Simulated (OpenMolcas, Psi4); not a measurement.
## A ladder of methods for AlO (oxoaluminum)

AlO: 2 atoms, total charge 0, spin state doublet. As SMILES, `[O]=[Al]`. The coordinates come from a PBE0-D4/def2-TZVP relaxation.

```xyz
2

O     0.0000    0.0000   -0.0249
Al    0.0000    0.0000    1.5950
```

Each level gives the dipole moment (D). The values are calculated.

```
                 level                    kind     program  value (D)
    USVWN5/def2-TZVPPD                     LDA  OpenMolcas       4.29
      UPBE/def2-TZVPPD                     GGA        Psi4       4.16
  U-r2SCAN/def2-TZVPPD                meta-GGA  OpenMolcas       4.35
    UM06-L/def2-TZVPPD                meta-GGA        Psi4       3.95
    UB3LYP/def2-TZVPPD           global hybrid  OpenMolcas       4.30
    UBHLYP/def2-TZVPPD           global hybrid        Psi4       4.22
   UM06-2X/def2-TZVPPD         hybrid meta-GGA  OpenMolcas       5.01
UCAM-B3LYP/def2-TZVPPD  range-separated hybrid        Psi4       4.48
```

The values span 3.95 to 5.01 D. Magnitudes only.
